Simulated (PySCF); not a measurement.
Delta-SCF ions had no search for a lower state. 

**H$_{3}$N, SMILES `N` (charge 0, multiplicity 1)**

The numbers are results of PySCF with M06-2X/def2-TZVP // PBE0-D3(BJ)/def2-SVP, not measurements.

```yaml
HOMO: -9.31 eV
dipole_moment: 1.80 D
HOMO–LUMO gap: 10.91 eV
LUMO: 1.60 eV
vertical ionisation energy (Delta-SCF): 11.00 eV
total_energy: -56.5494 Ha
cost: around 17 core-seconds (rough)
```

```xyz
4

N      0.0042    -0.0005     0.3039
H     -0.4978    -0.7932    -0.0958
H     -0.4402     0.8267    -0.0938
H      0.9337    -0.0330    -0.1143
```
Charge 0, spin multiplicity 1.
